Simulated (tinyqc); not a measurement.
Inside a calculation. Method: UKS/LDA (VWN5) in the sto-3g basis, for CH2, spin multiplicity 3. One step of it, computed by the program tinyqc.

Problem. Orthogonalisation. S = U s U^T; canonical form X = U s^(-1/2), so that X^T S X = 1. Each column of U has its largest component positive (the first on a tie).

overlap S, order 1C 1s, 1C 2s, 1C 2px, 1C 2py, 1C 2pz, 2H 1s, 3H 1s:
```
[[1.000000, 0.248362, 0.000000, 0.000000, 0.000000, 0.054232, 0.054232],
 [0.248362, 1.000000, 0.000000, 0.000000, 0.000000, 0.457173, 0.457173],
 [0.000000, 0.000000, 1.000000, 0.000000, 0.000000, 0.000000, 0.000000],
 [0.000000, 0.000000, 0.000000, 1.000000, 0.000000, 0.353304, -0.353304],
 [0.000000, 0.000000, 0.000000, 0.000000, 1.000000, 0.272549, 0.272549],
 [0.054232, 0.457173, 0.000000, 0.353304, 0.272549, 1.000000, 0.159055],
 [0.054232, 0.457173, 0.000000, -0.353304, 0.272549, 0.159055, 1.000000]]
```

Give: eigenvalues of S; X.

Solution.

eigenvalues of S: [0.305, 0.415, 0.863, 1.000, 1.109, 1.426, 1.883]

X, order 1C 1s, 1C 2s, 1C 2px, 1C 2py, 1C 2pz, 2H 1s, 3H 1s:
```
[[-0.297, 0.000, 0.773, 0.000, -0.605, 0.000, 0.165],
 [1.190, 0.000, -0.360, 0.000, -0.320, 0.000, 0.427],
 [0.000, 0.000, 0.000, 1.000, 0.000, 0.000, 0.000],
 [0.000, 1.008, 0.000, 0.000, 0.000, 0.637, 0.000],
 [0.646, 0.000, 0.619, 0.000, 0.634, 0.000, 0.227],
 [-0.824, -0.835, -0.156, 0.000, 0.126, 0.384, 0.367],
 [-0.824, 0.835, -0.156, 0.000, 0.126, -0.384, 0.367]]
```
